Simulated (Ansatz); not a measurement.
Match the barriers

Saddle point of C2H10Si, closed shell (C₂H₈Si (C[SiH2]C) + H₂ → CH₆Si ([CH3][SiH3]) + CH₄; bonds formed: Si1–H7, C2–H6; bonds broken: Si1–C2, H6–H7), PBE0-D4/def2-TZVP structure:

```xyz
13
angstrom
Si -0.5483 0.2806 0.3204
C 0.6341 -1.5381 0.5562
H -1.6002 -0.7056 -0.1612
H -1.1274 0.7617 1.6019
C -0.3812 1.3973 -1.1687
H 0.9442 -0.2352 0.7775
H 0.9652 0.8961 0.8811
H -0.0659 -2.0608 1.2069
H 0.5472 -1.8895 -0.4718
H 1.6567 -1.7298 0.9086
H 0.3531 0.9708 -1.8590
H -0.0411 2.3969 -0.8946
H -1.3366 1.4558 -1.6973
```

Ansatz 0.2.0; basis: def2-TZVPP, with def2-QZVPP for the basis limit; cores frozen in the correlated methods. Extrapolation: Hartree–Fock as exp(−7.88 √X), correlation as X^−2.97. Four methods, as single points on the PBE0-D4 structures, gave these electronic barriers from the start structure: 231.3, 279.1, 316.6, 364.9 kJ/mol.

(1) The methods were, in alphabetical order, BHLYP-D4, HF, r2SCAN-D4, SPW92. Which gave which? (A judgement: the text doesn't fix the answer.)

T1 diagnostic: at most 0.011.

## Answers

(1) Computed: SPW92 231.3; r2SCAN-D4 279.1; BHLYP-D4 316.6; HF 364.9 kJ/mol. For comparison, CCSD(T) at an estimated basis limit (MP2 extrapolated from triple and quadruple zeta, plus CCSD(T) − MP2 in triple zeta) gives 304.7 kJ/mol.

Labels in which every atom is bracketed show which atoms are joined, not bond orders.

For scale, one of the runs: CCSD(T)/def2-TZVPP, 244 basis functions, launched by `ansatz run in.yaml --threads 4 --pin off --events-out ev --progress --plain --max-ram 9574MiB`. The run took 61 s on 4 CPU threads of an Arm Neoverse V2 (shared host), with 4.7 GiB of host memory at its peak.
